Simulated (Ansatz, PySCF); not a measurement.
This Ansatz (a first-principles code) input computes a CCSD(T)/cc-pVDZ energy:

Ansatz 0.2 input:
```yaml
crystal:
  periodic: [false, false, false]
  atoms:
    - {symbol: C, position_ang: [-0.00139165, -0.00334083, 0.58589379]}
    - {symbol: C, position_ang: [0.00267198, 1.27254219, -0.25206775]}
    - {symbol: C, position_ang: [-0.00144008, -1.26958484, -0.26657299]}
    - {symbol: H, position_ang: [-0.87744234, -0.00566370, 1.24134070]}
    - {symbol: H, position_ang: [0.87153550, -0.00851641, 1.24547871]}
    - {symbol: H, position_ang: [0.00264334, 2.16564392, 0.37573330]}
    - {symbol: H, position_ang: [-0.00436951, -2.16978780, 0.35099555]}
    - {symbol: H, position_ang: [0.88562788, 1.31645313, -0.89469099]}
    - {symbol: H, position_ang: [-0.87708528, 1.31932823, -0.89886150]}
    - {symbol: H, position_ang: [-0.88133215, -1.30614068, -0.91384229]}
    - {symbol: H, position_ang: [0.88138101, -1.30901578, -0.90967178]}
basis:
  gaussian:
    orbitals: cc-pVDZ
magnetization: {spin_polarized: false}
correlation: {method: ccsd_t, electrons: outside_noble_gas}
```

### Question
Write an input for the same energy in PySCF and say what it gives.

### Answer

```python
from pyscf import gto, scf, mp, cc as ccmod

mol = gto.M(
    atom='''
    C    -0.00139165   -0.00334083    0.58589379
    C     0.00267198    1.27254219   -0.25206775
    C    -0.00144008   -1.26958484   -0.26657299
    H    -0.87744234   -0.00566370    1.24134070
    H     0.87153550   -0.00851641    1.24547871
    H     0.00264334    2.16564392    0.37573330
    H    -0.00436951   -2.16978780    0.35099555
    H     0.88562788    1.31645313   -0.89469099
    H    -0.87708528    1.31932823   -0.89886150
    H    -0.88133215   -1.30614068   -0.91384229
    H     0.88138101   -1.30901578   -0.90967178
    ''',
    basis='cc-pvdz',
    charge=0,
    spin=0,
    verbose=4,
)

mf = scf.RHF(mol)
mf.conv_tol = 1e-10
mf.max_cycle = 100
mf.kernel()
mp2 = mp.MP2(mf, frozen=3).run()
cc = ccmod.CCSD(mf, frozen=3)
cc.max_cycle = 100
cc.kernel()
et = cc.ccsd_t()
print(f'E(CCSD(T)) = {cc.e_tot + et:.9f}')
```
It gives -118.78047 Eh, and Ansatz -118.78047 Eh, a difference of 0.00 mEh.
